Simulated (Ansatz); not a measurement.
Consider the formal loss of a carbene: `CSSCF` → `[CH]F` + `CSS`.

Calculated with Ansatz (gas phase, PBE0-D4/def2-TZVP geometries, no zero-point term in ΔE). CBS: MP2 limit from def2 TZ/QZ plus the TZ coupled-cluster correction, frozen cores. This one scheme is used for every species. DFT in def2-TZVPP. One conformer a species, not always the lowest.

```tsv
level	ΔE (kcal/mol)	difference from CCSD(T)/CBS
PBE-D4	94.6	5.3
B2PLYP	89.0	-0.3
r2SCAN	94.7	5.4
PBE0	93.9	4.6
HF/def2-TZVPP	76.4	-12.9
MP2/def2-TZVPP	94.7	5.4
SCS-MP2/def2-TZVPP	89.8	0.5
HF/def2-QZVPP	76.3	-13.0
HF/CBS(def2)	76.3	-13.0
CCSD/CBS(def2)	88.0	-1.3
CCSD(T)/CBS	89.3	0
```

Largest T1 diagnostic among the species: 0.018.

The D4 term adds +3.1 kcal/mol with B3LYP and +1.7 kcal/mol with PBE0; it sums over pairs of atoms, weighted by their polarisabilities, and B3LYP, whose exchange is more repulsive, gets the larger term. In def2-TZVPP, CCSD(T) changes the Hartree–Fock value by +10.9 kcal/mol (the triples alone add +1.3 kcal/mol) and MP2 by +18.2 kcal/mol.

B3LYP here is the variant with VWN-RPA as its local correlation; programs differ in this.
